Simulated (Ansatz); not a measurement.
```xyz
14

C     0.0000    0.0000    0.0000
C     0.0000    0.8556    1.2684
C     0.0000    0.0000    2.5368
C     0.0000    0.8556    3.8053
H     0.0000    0.6484   -0.8762
H     0.8898   -0.6294   -0.0144
H    -0.8898   -0.6294   -0.0144
H    -0.8818    1.4963    1.2684
H     0.8818    1.4963    1.2684
H     0.8818   -0.6407    2.5368
H    -0.8818   -0.6407    2.5368
H     0.0000    0.2072    4.6815
H     0.8898    1.4849    3.8197
H    -0.8898    1.4849    3.8197
```

RHF-MP2 on singlet C₄H₁₀ was run in several spherical basis sets with Ansatz (development build ahead of 0.2.0). Frozen core: 4 orbitals.

(1) Rank the basis sets by the total energy that they give, lowest first, with the distance from the lowest.
A. cc-pVDZ
B. 6-31G(d)
C. def2-SVP

## Answers

(1) A (0.00 eV), B (2.09 eV), C (3.29 eV).

Totals follow the description of the cores as much as that of the bonds, so this order isn't one of quality for chemistry.
